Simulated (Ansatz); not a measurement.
# Bulk modulus of some hcp solids

Method: revPBE in Ansatz (plane waves, PAW). References are measured values corrected to a static lattice. The table is a random draw of 10 from 12 solids with such references.

Values in GPa.

| solid | reference | revPBE | error (%) |
|---|---|---|---|
| hcp Ru | 318 (318–336) | 299 | -6.0 |
| hcp Zn | 69.7 (64.7–69.7) | 54.5 | -22 |
| hcp Hf | 110 | ? | ? |
| hcp Y | 41.7 (37.3–41.7) | 39.0 | -6.5 |
| hcp Tl | 37.4¶ | 21.3 | -43 |
| hcp Os | 425 | 387 | -8.9 |
| hcp Re | 369 | 356 | -3.5 |
| hcp Tc | 303 | 290 | -4.3 |
| hcp Co | 193 | 202 | +4.7 |
| hcp Mg | 38.6¶ | 34.4 | -10.9 |

### Question
Estimate the withheld revPBE value.

### Answer
The errors of the other rows run from -43 % to +4.7 %, with a median of -6.5 %; carried to the reference 110 it gives 103 GPa. The run gives 103 GPa (-6.4 %), 0.0 % from the estimate; the row was drawn at random, and such an estimate is rough. Over these 10 solids the mean error is -10.7 %, the mean absolute error 11.6 % (median 6.4 %), and the worst case hcp Tl at -43 %; the value is below the reference in 9 of 10 cases. Over all 12, from unrounded values, the mean error is -12.4 % and the mean absolute error 13.2 % (median 6.2 %). Caveats on values not shown: the cell is over a tenth larger than the published one: the level's own overestimate first of all, though another phase or state, or a fault of the published cell, is possible (1).

All these references are brought to a static lattice.

Spin–orbit coupling is left out, also for the solids with elements from indium on (hcp Hf, hcp Tl, hcp Os, hcp Re); its size isn't shown.

¶ marks references of a special kind: hcp Tl, 37.4 GPa (measured, copied from a table, unchecked, extrapolated to 0 K and zero-point effects removed; as tabulated in Lejaeghere et al. (2013), arXiv:1204.2733); hcp Mg, 38.6 GPa (measured, copied from a table, unchecked, extrapolated to 0 K and zero-point effects removed; as tabulated in Lejaeghere et al. (2013), arXiv:1204.2733).

In Ansatz's fits of the non-cubic solids, shape and atoms are relaxed at each volume.

Brackets give the range of the sources taken for a reference, where it is wide; it can hold other temperatures.

Differences are worked out from the printed values.

Each level is taken at its own relaxed cell. Caveats: the cell is over a tenth larger than the published one: the level's own overestimate first of all, though another phase or state, or a fault of the published cell, is possible (hcp Tl). Ansatz's density-functional and Hartree–Fock values are scalar-relativistic unless marked +SOC, with PAW data made under PBE.

Ansatz's runs of these crystals have no spin polarisation, but for hcp Co.

Density-functional runs with spin start from parallel moments for hcp Co.

Not in this set, of the hcp solids with a reference value in our tables and a result at some level: 3 for sources at odds; 1 for a reference at room or unstated temperature. These can be a level's best or worst cases. Solids without a released value at any level aren't counted. Layered and molecular crystals are counted apart. The metals Ce to Yb are counted apart.

References as tabulated in doi:10.1021/acs.jctc.3c00612; Lejaeghere et al. (2013), arXiv:1204.2733.

Ansatz is a program for electronic structure.
